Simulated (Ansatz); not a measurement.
Total energies of the N atom.

Charge 0, multiplicity 4. A free atom. Basis def2-TZVPP, the Gaussian-basis code of Ansatz.

RPA on PBE orbitals: Hartree–Fock energy of these orbitals -54.39839 Eh, correlation -0.19326 Eh (frozen core).

```
             functional  energy without D4 (Eh)
            LDA (SPW92)               -54.13045
                   BLYP               -54.58940
                   PBE0               -54.54382
                  B3LYP               -54.60397
                r2SCANh               -54.58116
HSE06 (plane-wave form)               -54.54099
                  BHLYP               -54.59085
              CAM-B3LYP               -54.58263
                ωB97X-V               -54.58629
                ωB97M-V               -54.59261
```

Question: Give the same for PBE, revPBE, r2SCAN, B97M-V, r2SCAN0, LC-ωPBE, B2PLYP, PBE-QIDH. (An estimate is asked.)

Answer: The calculation gave: 
```json
{"functional": "PBE", "energy without D4 (Eh)": "-54.53214"}
{"functional": "revPBE", "energy without D4 (Eh)": "-54.58772"}
{"functional": "r2SCAN", "energy without D4 (Eh)": "-54.58101"}
{"functional": "B97M-V", "energy without D4 (Eh)": "-54.59822"}
{"functional": "r2SCAN0", "energy without D4 (Eh)": "-54.58144"}
{"functional": "LC-ωPBE", "energy without D4 (Eh)": "-54.56726"}
{"functional": "B2PLYP", "energy without D4 (Eh)": "-54.56930"}
{"functional": "PBE-QIDH", "energy without D4 (Eh)": "-54.54130"}
```

B3LYP takes the VWN-RPA correlation (the form of Gaussian; ORCA's B3LYP/G). HSE06 is the plane-wave form, built on full-range PBE exchange. The double hybrids freeze the cores in their second-order part.

LC-ωPBE has ω = 0.4 bohr⁻¹.
